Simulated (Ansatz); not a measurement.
The same path of C2H6NO (10 atoms, charge 1, multiplicity 1) was run 3 times with different band settings. Lost on the way: C1–H6. Made: N2–H6.

All numbers below come from RKS PBE0/cc-pVDZ in Ansatz.

Relaxed end points:

```xyz
10
Properties=species:S:1:pos:R:3
C -0.848 1.532 -0.353
N -0.615 0.351 0.054
C 0.628 -0.256 -0.090
O 0.472 -1.671 0.523
H -0.105 2.178 -0.849
H -1.854 1.936 -0.199
H 1.453 0.152 0.513
H 0.951 -0.496 -1.113
H -0.255 -2.142 0.061
H 0.172 -1.586 1.453
```

```xyz
10
Properties=species:S:1:pos:R:3
C -1.110 1.366 -0.933
N -0.433 0.931 0.137
C 0.676 0.068 0.156
O 0.230 -1.423 0.342
H -0.619 0.887 -1.820
H -0.724 1.299 1.047
H 1.358 0.192 1.006
H 1.191 0.013 -0.809
H -0.407 -1.714 -0.344
H -0.162 -1.620 1.218
```

Common settings: optimiser quadratic models (default); start path through a guess of the saddle point; force threshold 0.03 eV/Å; iteration limit 60; end points relaxed.

| run | movable images | climbing image | spring |
| --- | --- | --- | --- |
| 1 | 9 | yes | 5.0 eV/Å² |
| 2 | 6 | no | 5.0 eV/Å² |
| 3 | 9 | yes | 50.0 eV/Å² |

Problem. What does each run give, and how far can it be trusted?

Solution. Run 1: converged after 16 iterations, highest image 3.929 eV above the first end. Neighbouring images differ by up to 1.8 eV, so the band resolves the path poorly. A vibrational analysis at the climbing image gives one clearly imaginary mode, 1871i cm⁻¹: a first-order saddle point.
Run 2: converged after 18 iterations, highest image 3.337 eV above the first end. Neighbouring images differ by up to 2.7 eV, so the band resolves the path poorly. No image climbed, so the highest image needn't sit at the top of the path.
Run 3: converged after 23 iterations, highest image 3.929 eV above the first end. Neighbouring images differ by up to 1.8 eV, so the band resolves the path poorly. Another band between the same ends (9 images) ends at a top of the same energy, where a vibrational analysis finds 1 clearly imaginary mode.
The orbitals stay closed-shell, which can raise the energy where a bond breaks towards radicals; this wasn't checked here.
